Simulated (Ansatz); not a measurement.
Pd (fcc): energy against volume

Computed with DFT, LDA (PW92), plane waves (420 eV) with PAW, scalar-relativistic (Ansatz 0.2.0). The PAW files were generated under PBE, with cores re-solved for the functional.

The cell is scaled uniformly from the relaxed one, with fractional coordinates and shape fixed. Energies are extrapolated to zero smearing, pressures are those at the given smearing. Magnetic state: non-magnetic.

A Birch-Murnaghan fit gives V₀ = 14.14 Å³/atom, B₀ = 228 GPa, B₀′ = 5.4.

(1) What are the energy above the minimum and the pressure at 13.595 Å³/atom?

(2) What are the energy above the minimum and the pressure at 15.295 Å³/atom?

(3) What are the energy above the minimum and the pressure at 15.861 Å³/atom?

Results:

(1) 16.0 meV/atom and 10.06 GPa as computed.

(2) 57.1 meV/atom and -14.36 GPa as computed.

(3) 117.1 meV/atom and -19.05 GPa as computed.
